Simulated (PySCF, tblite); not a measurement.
CHClF₂.
Geometry (GFN2-xTB, Å), atoms numbered from 1 in this order:
```
atom  x, y, z in Å
F1    -0.4995    1.1270   -0.5453
C2    -0.0919    0.0078    0.0561
F3    -0.6764   -1.0175   -0.5664
Cl4    1.6756   -0.1375   -0.0735
H5    -0.3992    0.0230    1.1119
```

Computed with PBE0/pcSseg-1 in PySCF (dipole) on a GFN2-xTB geometry, gas phase.

Masses are those of the commonest isotopes; rigid-rotor values at the optimised geometry. 

(1) What are A, B and C (MHz)?

(2) Classify the top.

(3) Is it planar, by Δ = Ic − Ia − Ib?

(4) Give the other two planar moments, Paa and Pbb, and the rms extents of the mass along the axes.

(5) Where do the levels up to J = 2 lie, in K?

(6) Which lines would a microwave search look for?

Answers

(1) Ia = 48.71, Ib = 105.86, Ic = 145.13 u·Å²; 505379 MHz·u·Å²/I gives A = 10376, B = 4774, C = 3482 MHz.

(2) An asymmetric top; Ray's κ = -0.625.

(3) Not planar: Δ = Ic − Ia − Ib = -9.44 u·Å². For a rigid frame Δ = −2 Σ m c², so Σ m c² = 4.72 u·Å² lies off the ab plane: 2.23 from hydrogen and 2.49 from heavier atoms. The atom farthest from that plane is 1.49 Å away.

(4) Paa = Σ m a² = (Ib + Ic − Ia)/2 = 101.14 and Pbb = Σ m b² = (Ia + Ic − Ib)/2 = 43.99 u·Å². With the mass M = 85.97 u, the rms extents √(P/M) along a, b and c are 1.08, 0.72, 0.23 Å.

(5) Above 0(0,0), as E/k:
J = 1: 1(0,1) 0.396, 1(1,1) 0.665, 1(1,0) 0.727
J = 2: 2(0,2) 1.179, 2(1,2) 1.396, 2(1,1) 1.582, 2(2,1) 2.388, 2(2,0) 2.398
Those of J = 1 are B + C, A + C and A + B.

(6) The dipole components are |μa| = 0.15 D, |μb| = 0.00 D, |μc| = 1.54 D; the mirror of this Cs structure is the ac plane, so μb vanishes by symmetry and there are no b-type lines. The squared components, which scale the intensities, stand as 0.01 : 1.00 (a : c). Some lines, for components of 0.1 D or more:

```
type  branch         J(Ka,Kc)    MHz  lower level (cm⁻¹)
   a       Q  4(2,2) ← 4(2,3)   2719               3.582
   c       Q  2(1,2) ← 2(0,2)   4509               0.820
   a       Q  3(1,2) ← 3(1,3)   7731               1.728
   a       R  1(0,1) ← 0(0,0)   8256               0.000
   c       Q  4(2,3) ← 4(1,3)  12724               3.158
   c       Q  3(2,2) ← 3(1,2)  15003               1.985
   c       Q  2(2,1) ← 2(1,1)  16805               1.099
   a       R  3(1,3) ← 2(1,2)  22715               0.970
   a       R  3(0,3) ← 2(0,2)  24003               0.820
   a       R  3(2,1) ← 2(2,0)  25534               1.666
   c       Q  4(3,2) ← 4(2,2)  29136               3.673
   c       R  2(2,0) ← 1(1,0)  34808               0.505
   c       R  3(1,2) ← 2(0,2)  34954               0.820
   c       R  2(2,1) ← 1(1,1)  35901               0.462
   c       R  3(2,2) ← 2(1,2)  45448               0.970
   c       R  4(2,2) ← 3(1,2)  50591               1.985
   c       R  3(3,0) ← 2(2,0)  55942               1.666
   c       R  4(4,1) ← 3(3,1)  76796               3.532
```

Its GFN2-xTB frequencies are all real (lowest 321 cm⁻¹). Constants of a rigid frame at the computed geometry: no zero-point averaging, no centrifugal distortion. Quadrupole hyperfine structure (35Cl) is left out.
